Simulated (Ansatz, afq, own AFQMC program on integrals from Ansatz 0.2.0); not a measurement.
Two steps: Ansatz 0.2.0 writes the Fock matrix and Cholesky factors of the valence space, and afq projects on them the lowest state that overlaps trial and start.

```yaml
crystal:
  periodic: [false, false, false]
  atoms:
    - {symbol: Se, position_ang: [0.000000, 0.000000, 0.000000]}
    - {symbol: Se, position_ang: [0.000000, 0.000000, 2.087000]}
basis:
  gaussian: {orbitals: cc-pVDZ}
total_charge: 1
magnetization: {spin_polarized: false, initial_magnetization: 1}
correlation: {method: ccsd_t, electrons: outside_noble_gas, hamiltonian_folder: ham}
```

```sh
$ ansatz run in.yaml --threads 1 --pin off --events-out ev --progress --plain --max-ram 1382MiB
```

Options of the walk:

```
--method phaseless --trial hf --walkers 120 --populations 1 --least-time 40 --time-step 0.005 --steps-per-block 20 --equilibration-blocks 112 --max-blocks 600 --target-error 0.0012000 --factor-cut 1e-05 --start spin_pure --seed 6387 --taylor-order 6
```

Times are imaginary, in 1/Eh. The walk had a cap of 491 s. Filled inner d shells are frozen with the cores.

Log:

```
orbitals 26  electrons 6 5  factors 192 of 658
reference energy -4799.30533048 Eh
CCSD correlation -0.24305715 Eh in 10 cycles, weight of the determinant in the CISD state 0.8523
energy of the start -4799.305345 Eh
 block  time / (1/Eh)  mean weight  energy / Eh
     1     0.100  1.0003  -4799.338920
     2     0.200  1.0003  -4799.365908
     3     0.300  1.0030  -4799.399835
     4     0.400  1.0011  -4799.421802
     5     0.500  1.0016  -4799.456965
    10     1.000  1.0006  -4799.493887
    86     8.600  1.0021  -4799.572736
   120    12.000  1.0010  -4799.655344
   171    17.100  0.9989  -4799.549618
   256    25.600  1.0019  -4799.583311
   341    34.100  0.9993  -4799.521086
   426    42.600  0.9994  -4799.565492
   511    51.100  0.9995  -4799.527797
   596    59.600  0.9993  -4799.517784
   681    68.100  0.9988  -4799.549971
   698    69.800  1.0018  -4799.550007
blocks merged  error / Eh  count
     1  0.000947  600
     2  0.001282  300
     4  0.001692  150
     8  0.002203  75
    16  0.002620  37
    32  0.002825  18
    64  0.002785  9
energy -4799.547825 +/- 0.002825 Eh
(rows thinned)
```

The run passed its tests (sampling time, drift between the halves within three errors, error under three times the target), which doesn't prove that it has relaxed.

Against this walk (error 76.9 meV) on the same determinant: CCSD(T) 351.6 meV lower, CCSDT(Q) 414.8 meV lower, a separate phaseless walk with a CISD trial and standard settings 363.3 ± 79.9 meV lower. The error is statistical and leaves out the bias of the constraint. None of these is a sure reference here.

Cautions: constraint bias not in the error; error above the target (76.9 against 32.7 meV); no relativity below Rb; no spin-orbit coupling; inner d shell frozen; higher spins were not checked; a spin-contaminated unrestricted determinant lies lower (UHF 543 meV lower, ⟨S²⟩ 1.36).

The walk took 86 s on 1 thread of Intel(R) Xeon(R) 6975P-C (Granite Rapids) (shared host). The log's last line is the phaseless energy.

CCSDT and higher add their correlation energy to the determinant of the CCSD(T) run, since their own runs factorise the integrals more tightly (a shift of under 2 meV). A walk keeps the symmetry of its determinant, which the program's search chose and which needn't be the lowest solution, so a lower state of the same spin and another symmetry isn't excluded.
